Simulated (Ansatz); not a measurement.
System: C₂HO₂ (charge -1, singlet). It need not be the lowest isomer of its formula. Whether it binds its extra electron was not tested at this geometry. 
Structure (B3LYP-D3(BJ)/def2-TZVP (Ansatz, a program for electronic structure) minimum search):
SMILES: O=C[C-]=O
```xyz
5

C      0.3793     0.5548     0.3023
C      0.0253    -0.7631    -0.0300
O      0.7000     1.6344    -0.1519
O     -1.1213    -1.3030    -0.0677
H      0.9428    -1.4012     0.1232
```
Charge -1, spin multiplicity 1.

Basis-set convergence of Hartree-Fock and CCSD(T) correlation energies (hartree) with Ansatz. Correlated levels leave the core frozen unless marked. Spin-orbit coupling is left out. Non-relativistic. This anion needs diffuse functions, which these sets lack.

The Hartree-Fock reference is unstable (checked in the largest basis), which strains HF and MP2. 

```
basis    functions       E(HF)  E(corr, CCSD(T))  rough core time
-------  ---------  ----------  ----------------  ---------------
cc-pVDZ          -  -225.96823          -0.66191       under 20 s
cc-pVTZ        134  -226.04323          -0.82536             30 s
cc-pVQZ        250  (withheld)        (withheld)            5 min
```

Some entries are withheld; supply them.


- cc-pVQZ, E(HF): -226.06479
- cc-pVQZ, E(corr, CCSD(T)): -0.88084
